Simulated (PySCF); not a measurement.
Molecule: `InChI=1S/C2H3N2P/c1-3-4-2-5-1/h1-2H,(H,3,4)`.

Molfile (atoms numbered from 1):
```
C2H3N2P
     RDKit          3D

  8  8  0  0  0  0  0  0  0  0999 V2000
    1.3181   -0.1595   -0.1489 C   0  0  0  0  0  0  0  0  0  0  0  0
    0.6836    0.9917   -0.0723 N   0  0  0  0  0  0  0  0  0  0  0  0
   -0.6159    0.7502    0.0142 N   0  0  0  0  0  0  0  0  0  0  0  0
   -1.0250   -0.5315    0.0090 C   0  0  0  0  0  0  0  0  0  0  0  0
    0.3139   -1.6201   -0.1159 P   0  0  0  0  0  0  0  0  0  0  0  0
    2.4075   -0.1326   -0.2262 H   0  0  0  0  0  0  0  0  0  0  0  0
   -1.2325    1.5534    0.0798 H   0  0  0  0  0  0  0  0  0  0  0  0
   -2.0925   -0.7418    0.0796 H   0  0  0  0  0  0  0  0  0  0  0  0
  1  2  2  0
  2  3  1  0
  3  4  1  0
  4  5  2  0
  5  1  1  0
  1  6  1  0
  3  7  1  0
  4  8  1  0
M  END
```

Geometry PBE0-D3(BJ)/def2-SVP throughout; GIAO in PySCF 2.14.0 with density-fitted response routines, gas phase, one conformer, non-relativistic; equivalent atoms averaged; basis pcSseg-2.

Task: How do the shifts δ (against TMS, NH3, H3PO4 at the same level) depend on the functional? (ppm; last column core-seconds on 1 thread of an Arm Neoverse V1, shared host)

Result: 
```csv
functional,kind,C1,C4,N2,N3,P5,H7,H6,H8,core-s
WP04,global hybrid,180.4,170.0,369.8,234.7,125.2,10.40,8.77,8.45,15
B97-2,global hybrid,171.9,161.9,363.1,235.6,87.1,10.61,8.93,8.66,15
BHandHLYP,global hybrid,180.8,173.3,383.4,241.2,102.0,10.64,9.05,8.89,16
CAM-B3LYP,range-separated hybrid,181.0,171.9,380.2,243.9,106.9,10.56,8.96,8.79,22
wB97X-D,range-separated hybrid,178.6,169.6,374.2,240.7,96.3,10.58,9.00,8.79,21
LC-wPBE,range-separated hybrid,183.8,176.3,375.3,238.4,109.0,10.48,9.01,8.90,31
```

Task: Which nucleus moves most, in ppm?

Result: P5 (phosphorus bonded to 2 C, in a 5-membered ring): from 87.1 ppm with B97-2 to 125.2 ppm with WP04. The smallest spread is 0.23 ppm, at H7. Proton shifts span only some 12 ppm, so a few tenths of a ppm matter as much there as several ppm in carbon.
